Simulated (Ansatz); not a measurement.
Cost against result

The pair of OH⁻ (SMILES [OH-], atoms 1–2) and C₂H₆ (SMILES CC, atoms 3–10), both closed shells, in one local arrangement (a lower one may exist), relaxed at PBE0-D4/def2-TZVPD:

```json
{"atom": "O1", "x (Å)": "-0.4042", "y (Å)": "-0.5726", "z (Å)": "-2.5557"}
{"atom": "H2", "x (Å)": "0.1926", "y (Å)": "-0.0700", "z (Å)": "-3.1193"}
{"atom": "C3", "x (Å)": "0.5359", "y (Å)": "0.5831", "z (Å)": "0.9460"}
{"atom": "C4", "x (Å)": "-0.4948", "y (Å)": "-0.4328", "z (Å)": "0.4827"}
{"atom": "H5", "x (Å)": "0.5725", "y (Å)": "0.7018", "z (Å)": "2.0370"}
{"atom": "H6", "x (Å)": "1.5375", "y (Å)": "0.2968", "z (Å)": "0.6093"}
{"atom": "H7", "x (Å)": "0.3299", "y (Å)": "1.5665", "z (Å)": "0.5116"}
{"atom": "H8", "x (Å)": "-0.4831", "y (Å)": "-0.5070", "z (Å)": "-0.6282"}
{"atom": "H9", "x (Å)": "-1.5011", "y (Å)": "-0.1435", "z (Å)": "0.8091"}
{"atom": "H10", "x (Å)": "-0.2853", "y (Å)": "-1.4220", "z (Å)": "0.9074"}
```

Interaction energies are counterpoise-corrected; the time is that of the whole pair.

Program: Ansatz 0.2.0. Basis: as named in each row. Cores are frozen in the correlated methods. B3LYP uses VWN-RPA correlation. Extrapolation: Hartree–Fock as exp(−7.88 √X), correlation as X^−2.97.

Times are rough, for one single point on 4 threads of a shared host (Intel Xeon).

The estimate by CCSD(T) at an estimated basis limit (MP2 extrapolated from triple and quadruple zeta, plus CCSD(T) − MP2 in triple zeta) is -0.308 eV.

```json
{"method": "HF", "basis": "STO-3G", "time (s)": "under 1", "interaction energy (eV)": "-0.184", "method less estimate": "0.123"}
{"method": "PBE-D4", "basis": "STO-3G", "time (s)": "under 1", "interaction energy (eV)": "0.221", "method less estimate": "0.529"}
{"method": "B3LYP-D4", "basis": "6-31G", "time (s)": "under 1", "interaction energy (eV)": "-0.450", "method less estimate": "-0.142"}
{"method": "SPW92", "basis": "def2-SVP", "time (s)": "under 1", "interaction energy (eV)": "-0.502", "method less estimate": "-0.195"}
{"method": "PBE-D4", "basis": "def2-SVP", "time (s)": "under 1", "interaction energy (eV)": "-0.357", "method less estimate": "-0.049"}
{"method": "PBE0-D4", "basis": "def2-SVP", "time (s)": "under 1", "interaction energy (eV)": "-0.411", "method less estimate": "-0.104"}
{"method": "CCSD(T)", "basis": "def2-SVP", "time (s)": "1", "interaction energy (eV)": "-0.258", "method less estimate": "0.050"}
{"method": "PBE-D4", "basis": "def2-TZVPPD", "time (s)": "1", "interaction energy (eV)": "-0.356", "method less estimate": "-0.048"}
{"method": "revPBE-D4", "basis": "def2-TZVPPD", "time (s)": "1", "interaction energy (eV)": "-0.344", "method less estimate": "-0.036"}
{"method": "BLYP-D4", "basis": "def2-TZVPPD", "time (s)": "1", "interaction energy (eV)": "-0.321", "method less estimate": "-0.014"}
{"method": "wB97M-V", "basis": "def2-SVP", "time (s)": "1", "interaction energy (eV)": "-0.357", "method less estimate": "-0.050"}
{"method": "PBE0-D4", "basis": "def2-TZVPPD", "time (s)": "2", "interaction energy (eV)": "-0.349", "method less estimate": "-0.042"}
{"method": "B3LYP-D4", "basis": "def2-TZVPPD", "time (s)": "2", "interaction energy (eV)": "-0.330", "method less estimate": "-0.022"}
{"method": "HSE06-D4", "basis": "def2-TZVPPD", "time (s)": "2", "interaction energy (eV)": "-0.349", "method less estimate": "-0.042"}
{"method": "r2SCAN-D4", "basis": "def2-TZVPPD", "time (s)": "2", "interaction energy (eV)": "-0.335", "method less estimate": "-0.027"}
{"method": "B2PLYP", "basis": "def2-TZVPPD", "time (s)": "3", "interaction energy (eV)": "-0.268", "method less estimate": "0.039"}
{"method": "wB97X-V", "basis": "def2-TZVPPD", "time (s)": "4", "interaction energy (eV)": "-0.303", "method less estimate": "0.004"}
{"method": "B97M-V", "basis": "def2-TZVPPD", "time (s)": "4", "interaction energy (eV)": "-0.315", "method less estimate": "-0.008"}
{"method": "wB97M-V", "basis": "def2-TZVPPD", "time (s)": "4", "interaction energy (eV)": "-0.313", "method less estimate": "-0.005"}
{"method": "MP2", "basis": "def2-QZVPPD", "time (s)": "11", "interaction energy (eV)": "-0.284", "method less estimate": "0.024"}
{"method": "CCSD(T)", "basis": "def2-TZVPPD", "time (s)": "37", "interaction energy (eV)": "-0.284", "method less estimate": "0.024"}
```

The T1 diagnostic stays at or below 0.026.
